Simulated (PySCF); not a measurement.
Species: C4H6.
Structure used (PBE0-D3(BJ)/def2-SVP), in Å, numbered top down from 1:
```
atom  x, y, z in Å
C1     1.9243    0.2907   -0.8820
C2     0.9259   -0.1066   -0.0811
C3    -0.4733    0.2326   -0.2867
C4    -1.4700   -0.1658    0.5159
H5     1.7313    0.9120   -1.7622
H6     2.9623    0.0109   -0.6864
H7     1.1532   -0.7287    0.7933
H8    -0.7014    0.8555   -1.1602
H9    -2.5080    0.1138    0.3225
H10   -1.2758   -0.7878    1.3954
```

The calculation used PySCF 2.14.0, PBE0-D3(BJ)/def2-SVP geometry optimisation, gas phase.

Masses are those of the commonest isotopes; rigid-rotor values at the optimised geometry. The values belong to one conformer with, in the numbering `[CH2:1]=[CH:2][CH:3]=[CH2:4]`, C1–C2–C3–C4 180°.

Q: What are A, B and C (MHz)?

A: Ia = 12.04, Ib = 114.31, Ic = 126.35 u·Å²; 505379 MHz·u·Å²/I gives A = 41990, B = 4421, C = 4000 MHz.

Q: What kind of rotor is it?

A: A near-prolate asymmetric top; Ray's κ = -0.978.

Q: Is it planar, by Δ = Ic − Ia − Ib?

A: Planar: Δ = Ic − Ia − Ib = 0.00 u·Å². For a rigid frame Δ = −2 Σ m c², so it vanishes when all atoms lie in the ab plane; here none is more than 0.01 Å from it.

Q: Where do the levels up to J = 4 lie, in cm⁻¹?

A: Above 0(0,0):
J = 1: 1(0,1) 0.2809, 1(1,1) 1.5341, 1(1,0) 1.5481
J = 2: 2(0,2) 0.8425, 2(1,2) 2.0818, 2(1,1) 2.1239, 2(2,1) 5.8835, 2(2,0) 5.8836
J = 3: 3(0,3) 1.6847, 3(1,3) 2.9033, 3(1,2) 2.9876, 3(2,2) 6.7261, 3(2,1) 6.7267, 3(3,1) 13.0272, 3(3,0) 13.0272
J = 4: 4(0,4) 2.8071, 4(1,4) 3.9985, 4(1,3) 4.1390, 4(2,3) 7.8496, 4(2,2) 7.8514, 4(3,2) 14.1510, 4(3,1) 14.1510, 4(4,1) 22.9722, 4(4,0) 22.9722
Those of J = 1 are B + C, A + C and A + B.

The point group C2h allows no dipole (computed: 0.00 D), so a rigid rotor has no electric-dipole lines.

Q: Estimate the classical rotational partition function at 100 K, 298.15 K and 500 K.

A: Point group C2h, symmetry number σ = 2; q = (√π/σ)·√((kT/h)³/(ABC)), k/h = 20836.6 MHz/K: 3090 at 100 K, 15900 at 298.15 K, 34600 at 500 K.

Whether it is a minimum is left open (no frequencies). Constants of a rigid frame at the computed geometry: no zero-point averaging, no centrifugal distortion.
